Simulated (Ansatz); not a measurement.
Two shapes of singlet H2O.

Shape 1:

```xyz
3

O    -0.0173   -0.0309   -0.1549
H    -0.0443    0.7473    0.5008
H     0.0490   -0.7606    0.4864
```

Shape 2:

```xyz
3

O     0.0644   -0.0587   -0.0782
H    -0.0343    0.8238    0.5867
H     0.1099   -0.6705    0.5252
```

Basis set: aug-cc-pVDZ (spherical functions). Left uncorrelated: 1 orbital. Charge 0, multiplicity 1.

Computed with Ansatz (development build ahead of 0.2.0); each method stands on the lowest determinant of its kind that the runs found.

Which shape is lower in energy, and by how much in each method?

```tsv
method	E(2) − E(1) (eV)
RHF	0.684
RHF-MP2	0.720
```

Shape 1 is lower. Caution: stretched shape with no unrestricted run beside it, a lower state can exist. Caution for RHF-MP2: bonds are stretched, where a single reference can fail.
